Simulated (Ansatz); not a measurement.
**CH5 (doublet): the correlation ladder at distance H1–H2 along a hydrogen transfer = 0.778 Å, cc-pVTZ**

One table from this session's results is given with a row withheld; the runs are named, their logs left out.

The runs use Ansatz 0.2.0, Gaussian basis; cc-pVTZ, core rule «outside noble gas», up to 1 orbitals frozen.

The runs, in order: UHF; CCSD(T) on ROHF; CCSD(T) on UHF; BCCD(T) on ROHF; CISD; CCSDT(Q) on ROHF; CCSDT(Q) on UHF; CASSCF and NEVPT2, 3 electrons in 3 orbitals; CASSCF and NEVPT2, 9 electrons in 9 orbitals.

### The geometry

The geometry derives from fragments relaxed apart (PBE0/def2-TZVP) and kept rigid, so it is no stationary point. A hydrogen atom is moved between rigid fragments.

6 atoms, charge 0, spin multiplicity 2.

Atoms are counted from 1 here; the program's logs count them from 0.

Bond lengths: H1–H2 0.778 Å, H2–C3 1.289 Å, C3–H4 1.080 Å, C3–H5 1.080 Å, C3–H6 1.080 Å. Angles: H1–H2–C3 180.0°, H2–C3–H4 90.0°, H2–C3–H5 90.0°, H2–C3–H6 90.0°, H4–C3–H5 120.0°, H4–C3–H6 120.0°, H5–C3–H6 120.0°.

Geometry (Å):

```xyz
6

H    -1.86861    0.00000    0.00000
H    -1.09061    0.00000    0.00000
C     0.19839    0.00000    0.00000
H     0.19839   -1.08002    0.00000
H     0.19839    0.54001    0.93533
H     0.19839    0.54001   -0.93533
```

Set-up of the first run:

Contents of in.yaml:

```yaml
crystal:
  periodic: [false, false, false]
  atoms:
    - {symbol: H, position_ang: [-1.868609, 0.000000, 0.000000]}
    - {symbol: H, position_ang: [-1.090609, 0.000000, 0.000000]}
    - {symbol: C, position_ang: [0.198391, 0.000000, 0.000000]}
    - {symbol: H, position_ang: [0.198391, -1.080023, 0.000000]}
    - {symbol: H, position_ang: [0.198391, 0.540011, 0.935327]}
    - {symbol: H, position_ang: [0.198391, 0.540012, -0.935327]}
basis:
  gaussian: {orbitals: cc-pVTZ}
magnetization: {spin_polarized: true, initial_magnetization: 1}
hamiltonian: {xc: hf}
output: {orbitals: {seedname: orbitals}}
```

Launch:

```bash
ansatz run in.yaml --threads 1 --pin off --events-out ev --progress --plain --max-ram 2816MiB --backend cpu
```

Among the steps run: UHF; CCSD(T) on ROHF; CCSD(T) on UHF; BCCD(T) on ROHF; CISD; CCSDT(Q) on ROHF; CCSDT(Q) on UHF; CASSCF and NEVPT2, 3 electrons in 3 orbitals; CASSCF and NEVPT2, 9 electrons in 9 orbitals.

One of the session's tables, all rows but one given; the rest of the session is left out.

It belongs to the step «Misses and costs». 

| method | from UCCSDT(Q) (meV) |
| --- | --- |
| ROHF | +6838.7 |
| UHF | +6586.9 |
| RMP2 | +876.4 |
| UMP2 | +922.5 |
| CISD | ? |
| RCCSD | +215.0 |
| UCCSD | +209.8 |
| RCCSD(T) | +21.1 |
| UCCSD(T) | +22.1 |
| BCCD(T) | +20.8 |
| RCCSDT | +6.3 |
| UCCSDT | +5.5 |
| RCCSDT(Q) | +0.9 |
| UCCSDT(Q) | 0 |
| CASSCF pair | +6246.6 |
| NEVPT2 pair | +868.8 |
| CASSCF valence | +4437.5 |
| NEVPT2 valence | +956.8 |

Q: Estimate the row for CISD from the others.

The run gave: from UCCSDT(Q) (meV): +575.7. In the column «from UCCSDT(Q) (meV)» it lies between RCCSD (+215.0) and NEVPT2 pair (+868.8).

Caveats from the session: Restricted and unrestricted rows rest on different reference determinants; where their highest levels disagree by more than a few hundredths of an eV, they describe different states and don't form one ladder.
